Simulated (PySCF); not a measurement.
A structure optimised at B3LYP-D3(BJ)/def2-SVP, used in a PySCF frequency run:

```xyz
6

F      0.0000     1.1015    -1.3868
C      0.0000     0.0000    -0.6660
F      0.0000    -1.1015    -1.3868
C      0.0000     0.0000     0.6660
F      0.0000    -1.1015     1.3868
F      0.0000     1.1015     1.3868
```

Q: Write its SMILES, formula and point group.

A: FC(F)=C(F)F, C2F4, D2h

Q: What are its rotational constants (standard atomic weights)?

A: 5.4811, 3.2228, 2.0295 GHz
